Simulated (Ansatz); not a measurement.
HB–NH, singlet: vertical spin and charge gaps

Geometry (PBE0/def2-TZVP stationary point for this spin, not checked as a minimum):

```yaml
atoms:
  - { symbol: B, position_ang: [0.0000, 0.0000, 0.5713] }
  - { symbol: N, position_ang: [0.0000, 0.0000, -0.6613] }
  - { symbol: H, position_ang: [0.0000, 0.0000, 1.7429] }
  - { symbol: H, position_ang: [0.0000, 0.0000, -1.6528] }
```

Basis 6-31G; Ansatz 0.2.0. Only valence electrons are correlated (noble-gas cores frozen). Prefix R: restricted or restricted open-shell reference; prefix U: unrestricted. Active spaces: valence = (10e, 10o) chosen from the atoms' valence shells.

Gaps are energies of the second state less the first, at fixed atoms, for a selection of the levels run; each method lands on the state that its own search finds for that charge and spin.

The determinant of the HB–NH triplet fills πx and πy unequally, so it is a mixture of Σ and Δ, which weighs on every level built on one determinant.

Triplet less singlet: 6.320 eV at full CI (singlet A1, triplet A1, in C2v).

By full CI's occupations no single determinant describes the triplet well.

```
                 level  gap (eV)  error (meV)
                  RMP2     7.031          711
                  CISD     6.470          150
                 RCCSD     6.541          221
               UCCSDT*     6.304          -16
                CISDTQ     6.331           11
            RCCSDT(Q)*     6.311           -9
            UCCSDT(Q)*     6.309          -11
              UCCSDTQ*     6.319           -1
NEVPT2 (valence space)     6.386           66
MRCISD (valence space)     6.344           24
```

An asterisk marks runs whose energy the program itself flagged as in doubt.

Question: PBE gives 11.456 eV for removing an electron, to the doublet. Estimate what full CI gives in 6-31G.

Answer: Full CI in 6-31G gives 11.020 eV, so against it PBE is off by 0.436 eV.

```json
{"level": "RHF", "gap (eV)": "9.732", "error (meV)": "-1288"}
{"level": "RCCSD", "gap (eV)": "10.935", "error (meV)": "-85"}
{"level": "UCCSD", "gap (eV)": "10.934", "error (meV)": "-86"}
{"level": "UCCSD(T)", "gap (eV)": "11.016", "error (meV)": "-4"}
{"level": "BCCD(T)", "gap (eV)": "11.016", "error (meV)": "-4"}
{"level": "CISDTQ", "gap (eV)": "10.999", "error (meV)": "-21"}
{"level": "CASSCF (valence space)", "gap (eV)": "10.684", "error (meV)": "-336"}
{"level": "NEVPT4(SD) (valence space)", "gap (eV)": "10.999", "error (meV)": "-21"}
{"level": "r2SCAN", "gap (eV)": "11.322", "error (meV)": "302"}
{"level": "wB97M-V", "gap (eV)": "11.289", "error (meV)": "269"}
```

In so small a basis the reference is far from its limit while semilocal and hybrid functionals are nearer theirs, so the functionals' errors here hold much of the reference's basis and frozen-core error, which can add to them or hide them.

Full CI is exact within this basis and frozen core; it isn't the basis-set limit. The frozen core follows each run's orbitals, which can shift R against U totals by a few meV.
